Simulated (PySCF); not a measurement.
Working with the constants of SiO

RHF-CCSD(T) constants of SiO, ¹Σ⁺ (singlet), closed shell (PySCF, no relativity, basis sets Si def2-SVP, O def2-SVP; masses 27.9769 and 15.9949 u):

- ωe: 1206.5 cm⁻¹
- ωexe: 5.72 cm⁻¹
- Be: 0.70084 cm⁻¹
- αe: 0.00474 cm⁻¹
- D (centrifugal): 9.46e-07 cm⁻¹
- De to Si + O: 7.39 eV

Give the vibrational terms G(v) and spacings up to v = 6.

G(v) = ωe(v+½) − ωexe(v+½)².

```csv
v,G(v) (cm⁻¹),G(v) − G(v−1),Bv (cm⁻¹)
0,601.8,,0.6985
1,1796.9,1195.1,0.6937
2,2980.5,1183.6,0.6890
3,4152.7,1172.2,0.6843
4,5313.4,1160.7,0.6795
5,6462.7,1149.3,0.6748
6,7600.6,1137.9,0.6700
```

How well does the Morse estimate ωe²/(4ωexe) reproduce De, and what is D0?

It gives 7.89 eV, 107 % of the computed De. D0 = De − G(0) = 7.39 − 0.07 = 7.32 eV.

Correlated steps freeze 6 core orbitals. Correlated levels converge slowly with the basis: in double zeta they bind strong bonds too weakly, by up to about 1 eV, and carry superposition errors of some tenths. Where the molecule has an RHF reference, its open-shell atoms are computed with UHF. The CCSD T1 diagnostic is raised, a sign that a single reference may not be enough here.
